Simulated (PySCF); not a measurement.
# Gas-phase XPS of `C#CC(C)(C)C`, computed

Compound: C6H10.
Bonds: C1–C2 (triple), C2–C3, C3–C4, C3–C5, C3–C6. Hydrogens: H7 on C1; H8, H9, H10 on C4; H11, H12, H13 on C5; H14, H15, H16 on C6.

Computed, not measured: delta-SCF UKS SCAN, pcX-2 on the ionised atom, pcseg-1 elsewhere, spin-free X2C (PySCF). Vertical ΔSCF values, vacuum level as zero.

Question: What binding energy does each computed site have?

Answer: 
| atom(s) | environment | level | binding energy (eV) | above the level's lowest (eV) | count |
| --- | --- | --- | --- | --- | --- |
| C1 | terminal alkyne carbon | C 1s | 289.92 | 0.00 | 1 |
| C2 | alkyne carbon | C 1s | 290.36 | +0.44 | 1 |
| C3 | propargylic carbon | C 1s | 291.43 | +1.51 | 1 |
| C4/C5/C6 | methyl carbon | C 1s | 290.53 | +0.61 | 3 |

The listed C 1s values span 1.51 eV, from C1 (bonded to C (triple bond) and H) to C3 (bonded to 4 C). Summing the Pauling electronegativity differences to the bonded atoms, each weighted by its formal bond order, gives -0.35 for the lowest site and 0.00 for the highest; no listed site has a larger sum than the highest. The smallest sum, -1.05, belongs to C4/C5/C6, 0.61 eV above the lowest.

Question: Which photon energy gives electrons from C 1s of C4/C5/C6 a kinetic energy of 150 eV, and what is their de Broglie wavelength?

Answer: hν = 290.53 + 150 = 440.53 eV, recoil neglected; λ = 12.264 Å/√(E/eV) = 1.00 Å.

Atoms equivalent by their bonding share one computed value, that of the first of them. Spin contamination (⟨S²⟩ against 0.75 for a pure doublet) is marked for C 1s of C2 (0.87), which makes this value less certain. Isolated species at its PBE0-D3(BJ)/def2-SVP geometry, gas phase.
